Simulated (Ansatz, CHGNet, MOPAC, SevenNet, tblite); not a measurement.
**How well does each level of theory give the TO(Γ) frequency of zinc-blende CuI?**

Reference value: 132 cm⁻¹ (measured, 9 K, zero-point motion not removed, Raman; as tabulated in arXiv:2305.18931).

Problem. What do GFN1-xTB, PM7 semi-empirical Hartree-Fock (MOPAC), CHGNet-r²SCAN, SevenNet-0, LDA, PBE, r²SCAN, HSE06, PBE0 give, and how far is each from the reference?

Solution. 
```json
[
 {"level (code)": "GFN1-xTB (tblite)", "value (cm⁻¹)": "176", "cell (Å³/atom)": "29.75", "difference (%)": "+33"},
 {"level (code)": "PM7 semi-empirical Hartree-Fock (MOPAC)", "value (cm⁻¹)": "131", "cell (Å³/atom)": "30.85", "difference (%)": "-0.8"},
 {"level (code)": "CHGNet-r²SCAN", "value (cm⁻¹)": "79", "cell (Å³/atom)": "27.21", "difference (%)": "-40"},
 {"level (code)": "SevenNet-0", "value (cm⁻¹)": "128", "cell (Å³/atom)": "27.73", "difference (%)": "-3.0"},
 {"level (code)": "LDA (Ansatz)", "value (cm⁻¹)": "156", "cell (Å³/atom)": "25.18", "difference (%)": "+18.2"},
 {"level (code)": "PBE (Ansatz)", "value (cm⁻¹)": "123", "cell (Å³/atom)": "28.08", "difference (%)": "-6.8"},
 {"level (code)": "r²SCAN (Ansatz)", "value (cm⁻¹)": "130", "cell (Å³/atom)": "27.31", "difference (%)": "-1.5"},
 {"level (code)": "HSE06 (Ansatz)", "value (cm⁻¹)": "122", "cell (Å³/atom)": "28.28", "difference (%)": "-7.6"},
 {"level (code)": "PBE0 (Ansatz)", "value (cm⁻¹)": "123", "cell (Å³/atom)": "28.20", "difference (%)": "-6.8"}
]
```

Once the reference is moved by up to 2.0 % (a margin picked here for doubts on the reference and the settings, and for temperature and zero-point motion) and values within 0.7 % count as equal, the nearest can be PM7 semi-empirical Hartree-Fock (MOPAC) (-0.8 %), r²SCAN (-1.5 %) or SevenNet-0 (-3.0 %). Farthest off among them: CHGNet-r²SCAN (-40 %). Within 10 %: PM7 semi-empirical Hartree-Fock (MOPAC), SevenNet-0, PBE, r²SCAN, HSE06, PBE0.

The measured value isn't corrected to a static lattice, so vibrations enter the comparison.  GFN1-xTB, PM7 semi-empirical Hartree-Fock (MOPAC): the method was fitted mainly to molecules. GFN1-xTB, PM7 semi-empirical Hartree-Fock (MOPAC): the run uses a supercell at the zone centre in place of a k mesh. Each level is taken at its own relaxed cell. Cutoffs and k meshes differ between the levels. Ansatz's density-functional and Hartree–Fock values are scalar-relativistic unless marked +SOC, with PAW data made under PBE.

Machine-learned potentials (CHGNet-r²SCAN, SevenNet-0) are trained on DFT data: a solid inside that data is no test of them.

Differences are worked out from the printed values.

Ansatz is a program for electronic structure.
